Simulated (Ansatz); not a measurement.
# HBGe, quintet: reading a ladder of total energies

Geometry: that of the HBGe, triplet, kept fixed. The triplet lies 3.3 eV lower here.

```tsv
atom	x (Å)	y (Å)	z (Å)
Ge	0.0000	0.0000	1.6897
B	0.0000	0.0000	-0.2506
H	0.0000	0.0000	-1.4391
```

Basis cc-pVDZ; Ansatz 0.2.0. Correlated methods freeze the noble-gas cores and the filled d shells of p-block atoms, which leaves 8 electrons in 31 orbitals. Prefix R: restricted or restricted open-shell reference. No spin–orbit coupling is included, and no scalar relativity.

Full CI is exact within this basis and frozen core; it isn't the basis-set limit.

Runs differ by some tens of microhartree through their thresholds and, for an open shell, their frozen cores, so steps under 0.03 kcal/mol mean nothing.

| level | total energy (hartree) |
| --- | --- |
| RHF | -2100.418726 |
| RMP2 | -2100.524021 |
| RCCSD | -2100.551336 |
| RCCSD(T) | -2100.555421 |
| RCCSDT | -2100.556522 |
| RCCSDT(Q) | -2100.556751 |
| RCCSDTQ | -2100.556785 |
| full CI | -2100.556754 |

Q: What is the correlation energy at full CI, and what share of it do RMP2 and RCCSD(T) recover?

A: E(corr) = -2100.556754 − (-2100.418726) = -0.138028 hartree = -3.756 eV. RMP2: -0.105295 / -0.138028 = 76.29 %. RCCSD(T): -0.136695 / -0.138028 = 99.03 %.

Q: By how many kcal/mol does RCCSD(T) miss full CI (1 hartree = 627.509 kcal/mol), and which steps make up the rest?

A: -2100.555421 − (-2100.556754) = 0.001333 hartree = 0.84 kcal/mol. Steps: RCCSDT − RCCSD(T) = -0.69, RCCSDT(Q) − RCCSDT = -0.14, RCCSDTQ − RCCSDT(Q) = -0.02, full CI − RCCSDTQ = 0.02 kcal/mol. Differences between like states or geometries often cancel part of this.
